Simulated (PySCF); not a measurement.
# `InChI=1S/C4H2O/c1-2-3-4-5/h1,5H/p-1`, charge -1

Molfile (atoms numbered from 1):
```
C4HO
     RDKit          3D

  6  5  0  0  0  0  0  0  0  0999 V2000
    1.5560   -1.1200    0.0389 C   0  0  0  0  0  0  0  0  0  0  0  0
    0.5699   -0.4097    0.0913 C   0  0  0  0  0  0  0  0  0  0  0  0
   -0.5137    0.3735    0.1538 C   0  0  0  0  0  0  0  0  0  0  0  0
   -1.5119    1.0905    0.2110 C   0  0  0  0  0  0  0  0  0  0  0  0
   -2.5026    1.8047    0.2672 O   0  0  0  0  0  0  0  0  0  0  0  0
    2.4055   -1.7371   -0.0108 H   0  0  0  0  0  0  0  0  0  0  0  0
  1  2  3  0
  2  3  1  0
  3  4  3  0
  4  5  1  0
  1  6  1  0
M  CHG  1   5  -1
M  END
```

Method used: PySCF, quadratic response PBE0/def2-SVPD first hyperpolarisability, Taylor convention, gas phase. Geometry: GFN2-xTB.

For a gas-phase anion, states above the detachment energy (about 0.7 eV, taken as minus the energy of the highest occupied orbital) lie in the continuum and depend on the basis.

(1) Give the tensor of the static β(0;0,0) in the axes of these coordinates.

Results:

(1) In au, Taylor convention; rows are the first index (the induced dipole):
|  | xx | yy | zz | xy | xz | yz |
| --- | --- | --- | --- | --- | --- | --- |
| x | -458.4 | -194.9 | -76.8 | +220.2 | +16.8 | -9.0 |
| y | +220.2 | +249.7 | +55.3 | -194.9 | -9.0 | +10.8 |
| z | +16.8 | +10.8 | +12.9 | -9.0 | -76.8 | +55.3 |

Norm of βᵢ = ⅓ Σⱼ (βᵢⱼⱼ + βⱼᵢⱼ + βⱼⱼᵢ): 900.4 au, hyper-Rayleigh value 339.4 au.
